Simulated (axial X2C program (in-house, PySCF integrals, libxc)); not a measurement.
# AlF⁻ along the bond: HF, with spin–orbit coupling

Computed with an in-house relativistic program for diatomic molecules. Two-component (2c) means X2C with spin–orbit coupling and atomic mean-field two-electron Coulomb and Gaunt terms. Basis: Al dyall-av3z [9s9p3d2f], F dyall-av3z [7s6p3d2f] (cores contracted in-house); Gaussian nuclei, density fitting, unrestricted open shells. Masses: Al 26.982 u, F 18.998 u.

State: Ω = 1/2 (⟨Sz⟩ = -0.50, ⟨Lz⟩ = 1.00 at HF). Dipoles are positive if F is the positive end and refer to the centre of mass.

```
R (Å)  μ (D)  HOMO (eV)  LUMO (eV)
1.495  3.436       0.44       2.77
1.563  3.329       0.40       2.80
1.615  3.230       0.37       2.82
1.667  3.113       0.33       2.85
1.718  2.973       0.28       2.88
1.778  2.774       0.22       2.91
1.838  2.534       0.15       2.95
1.916  2.166       0.05       2.98
2.010  1.643      -0.08       3.02
2.147  0.789      -0.28       3.05
```

Q: The minimum lies at 1.673 Å. What is the dipole moment there?

A: At HF, 2c, with the sign and origin stated: μ = 3.10 D.

One determinant describes the state; a PBE0 search over occupations chose it and may have missed a lower one. The highest occupied level is positive at some bond lengths even in Hartree–Fock (under at least one Hamiltonian), so the basis set holds the extra electron there; where that holds at Re the anion is at best weakly bound and its constants depend on the basis. Other states lie close and PBE0, whose exact exchange favours high spin, may order them wrongly; the determinant shown need not be the ground state. The nearest other 2c determinant of the search, Ω = 3/2, lies 0.00 eV up at the distance of the search. The LUMO of an anion is an unbound level whose energy the basis sets.
